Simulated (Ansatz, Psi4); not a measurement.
BH2O (SMILES [BH]O): the energy, rung by rung

BH2O has 4 atoms, charge 0, and is taken as a doublet. SMILES: `[BH]O`. The coordinates come from a PBE0-D4/def2-TZVP relaxation.

```xyz
4

B    -0.0061   -0.4855    0.3883
O     0.1197    0.5445   -0.4486
H    -1.0642   -1.0324    0.5403
H     1.0061    0.9132   -0.5003
```

Quantity: the energy change with the B1–H3 bond stretched from 1.201 to 1.801 Å, in eV. The values are calculated.

```
                         level             kind  program  value (eV)
                    UHF/STO-3G     Hartree–Fock   Ansatz        2.92
UHF/def2-SVP (density fitting)     Hartree–Fock     Psi4        1.74
                 USVWN5/STO-3G              LDA   Ansatz        2.39
               U-revPBE/STO-3G              GGA   Ansatz        2.24
                  UBLYP/STO-3G              GGA   Ansatz        2.19
                   UPBE/STO-3G              GGA   Ansatz        2.28
               U-r2SCAN/STO-3G         meta-GGA   Ansatz        2.44
              U-r2SCAN0/STO-3G  hybrid meta-GGA   Ansatz        2.63
                 UB3LYP/STO-3G    global hybrid   Ansatz        2.42
                 UBHLYP/STO-3G    global hybrid   Ansatz        2.70
```

The first shape isn't each level's own minimum. The values span 1.74 to 2.92 eV. Spin contamination of the reference (⟨S²⟩ at least 0.1 too high) touches UHF/STO-3G.
